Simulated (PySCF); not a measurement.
Coordinates in bohr (charge -1 multiplicity 2):
```
S     0.0000    0.0000    0.6375
S     3.7453    0.0000   -0.2125
S    -1.8727    3.2435   -0.2125
S    -1.8726   -3.2435   -0.2125
```

Level of theory: PySCF, UPBE, basis S def2-SVPD (no relativity, density fitting).

This geometry of [S4]- is a stationary point at this level.

What is the point group?

C3v.

Is it a minimum?

Yes: all harmonic wavenumbers are real.

List the harmonic modes with their infrared intensities.


```
symmetry  ω (cm⁻¹)  IR (km/mol, summed over degenerate members)
       e       192                                          0.1
      a1       242                                          0.0
      a1       404                                          0.0
       e       516                                          260
```

What are the dipole moment and the gap between the highest occupied and lowest empty levels of either spin?

0.34 D about the centre of mass and 0.58 eV.

Give the atomic charges and bond orders.


| atom | Mulliken | Löwdin | polar tensor | spin (Mulliken) | Mayer order to S1 |
| --- | --- | --- | --- | --- | --- |
| S1 | 0.25 | -0.64 | 0.84 | 0.17 | – |
| S2,3,4 | -0.42 | -0.12 | -0.61 | 0.28 | 1.28 |

In C3v the vibrations span 2e + 2a1.

Only a few start shapes were tried, so a lower isomer may exist.
